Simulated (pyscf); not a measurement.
`[NH]=[B][Cl]` + `[H][H]` → `[B][Cl]` [singlet] + `[NH3]`, a concerted two-bond exchange (singlet surface; B–N, H–H broken, H–N, H–N formed). PySCF, gas phase, ωB97X-D3(BJ)/def2-SVP geometries. Energies in kcal/mol from the separated reactants.

AM1 to PM7: differences of heats of formation from MOPAC, which are fitted to 298 K values and so differ in kind from electronic energies by zero-point and thermal terms. 

Q: In single points AM1 puts the saddle at 84.1 kcal/mol and the reaction energy at +33.1 kcal/mol. Should these be trusted to within a few kcal/mol? Compare with ωB97M-D3(BJ)/def2-TZVP.

A: ωB97M-D3(BJ)/def2-TZVP gives ΔE‡ = 92.2 kcal/mol and ΔE = +49.1 kcal/mol. AM1 lies 8.1 kcal/mol under it in the barrier and 16.0 kcal/mol under it in the reaction energy, so on this step it does not hold to within 3.0 kcal/mol. ωB97M-D3(BJ)/def2-TZVP has limits of its own. On the product side the descent ends in an adduct with a B–N contact, 9.3 kcal/mol under the separated species and 54.9 kcal/mol under the saddle at ωB97X-D3(BJ)/def2-TZVP. What is counted as broken (B–N) persists as a longer contact in the product adduct; parting that adduct is a step of its own. At ωB97X-D3(BJ)/def2-TZVP the barrier from the zero used here is 95.9 kcal/mol. The same reactants have a lower exit, to HB=NH + HCl (barrier +53.8 kcal/mol at ωB97M-D3(BJ)/def2-TZVP, against +92.2 kcal/mol here). This is the saddle that the search found; another between the same sides may lie lower. A restricted solution here is unstable towards spin polarisation, so biradical character is likely and single-reference numbers are less safe.
